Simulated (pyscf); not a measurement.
# Four-centre exchange: H₂O (SMILES O) + HO–Sn:–OH (SMILES [OH][Sn][OH]) [singlet] → HO–Sn:–OH (SMILES [OH][Sn][OH]) [singlet] + H₂O (SMILES O)

Gas phase, singlet surface, charge 0. Bonds broken: O1–H7, Sn2–O6. Bonds formed: O1–Sn2, O6–H7. Structures and frequencies: ωB97X-D3(BJ)/def2-SVP in PySCF. MP2 and CC: frozen core, UHF for open shells. ΔMP2 is the change of the MP2 total energy from the triple- to the quadruple-zeta basis.

Transition state (Å):

```xyz
8

O     -1.3294    -1.2213     0.3935
Sn     0.8653    -1.0610     0.2039
O      0.6999     0.2010    -1.3335
H     -1.8040    -0.9597    -0.4071
H      0.1605     0.9781    -1.1368
O     -0.1479     0.4340     1.5179
H     -1.0317    -0.2494     1.1039
H     -0.0569     0.3925     2.4777
```

One imaginary mode, 850i cm⁻¹; descent along it reached the two sides named, in the forms told below.

```
bond    change  reactant side (Å)  saddle  product side
------  ------  -----------------  ------  ------------
O1–H7   breaks              0.982   1.240         1.725
Sn2–O6  breaks              2.048   2.233         2.436
O1–Sn2   forms              2.406   2.209         2.077
O6–H7    forms              1.975   1.191         0.996
```

Electronic energies relative to the separated reactants (kJ/mol):

```json
[
 {"level": "ωB97X-D3(BJ)/def2-TZVP", "barrier": "-33.8", "reaction energy": "0.0", "reverse barrier": "-33.8"},
 {"level": "PBE/def2-TZVP", "barrier": "-39.3", "reaction energy": "0.0", "reverse barrier": "-39.3"},
 {"level": "r²SCAN/def2-TZVP", "barrier": "-44.2", "reaction energy": "0.0", "reverse barrier": "-44.2"},
 {"level": "B3LYP-D3(BJ)/def2-TZVP", "barrier": "-31.3", "reaction energy": "0.0", "reverse barrier": "-31.3"},
 {"level": "PBE0-D3(BJ)/def2-TZVP", "barrier": "-38.8", "reaction energy": "0.0", "reverse barrier": "-38.8"},
 {"level": "M06-2X/def2-TZVP", "barrier": "-39.5", "reaction energy": "0.0", "reverse barrier": "-39.5"},
 {"level": "ωB97M-D3(BJ)/def2-TZVP", "barrier": "-29.4", "reaction energy": "0.0", "reverse barrier": "-29.4"},
 {"level": "HF/def2-TZVP", "barrier": "19.6", "reaction energy": "0.0", "reverse barrier": "19.6"},
 {"level": "MP2/def2-QZVPP", "barrier": "-29.1", "reaction energy": "0.0", "reverse barrier": "-29.1"},
 {"level": "CCSD/def2-TZVPP", "barrier": "-16.2", "reaction energy": "0.0", "reverse barrier": "-16.2"},
 {"level": "CCSD(T)/def2-TZVPP", "barrier": "-23.6", "reaction energy": "0.0", "reverse barrier": "-23.6"},
 {"level": "CCSD(T)/def2-TZVPP + ΔMP2(QZVPP)", "barrier": "-23.6", "reaction energy": "0.0", "reverse barrier": "-23.6"}
]
```

With CCSD(T)/def2-TZVPP + ΔMP2(QZVPP) energies and thermal terms (ideal gas, 1 atm, RRHO with modes under 100 cm⁻¹ raised to 100, one conformer, R ln 2 for chiral ones without a mode under 150 cm⁻¹), in kJ/mol:

```tsv
T (K)	ΔH‡	ΔG‡	ΔH	ΔG
298	-28.4	16.6	0.0	0.0
600	-28.2	62.3	0.0	0.0
900	-25.8	107.1	0.0	0.0
1200	-22.6	151.0	0.0	0.0
```

On the reactant side the descent ends in an adduct with a O–Sn contact, 64.4 kJ/mol under the separated species and 30.6 kJ/mol under the saddle at ωB97X-D3(BJ)/def2-TZVP. On the product side the descent ends in an adduct with a O–Sn contact, 53.7 kJ/mol under the separated species and 20.0 kJ/mol under the saddle at ωB97X-D3(BJ)/def2-TZVP. At ωB97X-D3(BJ)/def2-TZVP, PBE, r²SCAN, B3LYP-D3(BJ), PBE0-D3(BJ), M06-2X, ωB97M-D3(BJ)/def2-TZVP, MP2, CCSD, CCSD(T), CCSD(T) the saddle lies under the separated reactants, which points to a path from their complex (located at ωB97X-D3(BJ) alone). At ωB97X-D3(BJ)/def2-TZVP, PBE, r²SCAN, B3LYP-D3(BJ), PBE0-D3(BJ), M06-2X, ωB97M-D3(BJ)/def2-TZVP, MP2, CCSD, CCSD(T), CCSD(T) the saddle lies under the separated products, which points to a path from their complex (located at ωB97X-D3(BJ) alone). What is counted as formed (O–Sn) is already present as a longer contact in the reactant adduct; forming that adduct is a step of its own. What is counted as broken (O–Sn) persists as a longer contact in the product adduct; parting that adduct is a step of its own. This is the saddle that the search found; another between the same sides may lie lower. The CCSD(T) − MP2 part came from Ansatz, without density fitting, on the same reference. The frozen core leaves the outer d or s,p core shells of the metals and heavy elements correlated in the MP2 and CC values, and def2-TZVPP describes them poorly, which can shift differences by a few kcal/mol. Elements past Kr carry the def2 core potentials, without spin-orbit coupling.
